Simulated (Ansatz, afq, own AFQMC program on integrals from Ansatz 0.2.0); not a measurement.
## Where AFQMC and coupled cluster stand for SeBr⁻, singlet

```xyz
2

Se    0.0000    0.0000    0.0000
Br    0.0000    0.0000    2.3810
```

Basis aug-cc-pVDZ. Only valence electrons are correlated. Integrals, coupled cluster, full CI and functionals: Ansatz 0.2.0; the random walks run on the same integrals in our own AFQMC program. The CISD trial takes its coefficients from CCSD amplitudes. Released means that phaseless walkers are propagated on without the constraint, phases kept. ± is one standard error of the sampling. No spin–orbit coupling.

Determinant: RHF, the one that the program's search chose, which needn't be the lowest solution. The geometry is a PBE0/def2-TZVPD stationary point of this or a neighbouring charge and spin state.

No full CI on the walks' own integrals is used here; CCSDT(Q) serves as the reference and is uncertain by about the last step of the cluster series.

Cautions: no relativity below Rb; no spin-orbit coupling; inner d shell frozen.

* T1 diagnostic: 0.0131
* weight of the determinant in the CISD state: 0.861
* size of the correlated space: 14 electrons in 44 orbitals

Reference: CCSDT(Q), correlation energy -7.528 eV. The released energy is read at 2.40 1/Eh (meV from the phaseless value at times in 1/Eh: -14 ± 17 at 0.24, 7 ± 17 at 0.51, 32 ± 13 at 0.99, -5 ± 15 at 1.62, -44 ± 22 at 2.40).

| level | E − E(reference) (kJ/mol) | share of correlation (%) |
| --- | --- | --- |
| HF | 726.4 | 0.00 |
| MP2 | 86.5 | 88.09 |
| CCSD | 26.6 | 96.34 |
| CCSD(T) | 3.8 | 99.47 |
| CCSDT | 2.0 | 99.72 |
| ph-AFQMC/HF | -6.3 ± 4.4 | 100.86 |
| ph-AFQMC/CISD | 0.6 ± 1.2 | 99.91 |
| released AFQMC | -3.6 ± 2.1 | 100.49 |

A walk keeps the symmetry of its determinant, which the program's search chose and which needn't be the lowest solution, so a lower state of the same spin and another symmetry isn't excluded. Released energies are given only where the last usable release times agree within the noise; a slower fall can still hide under it.
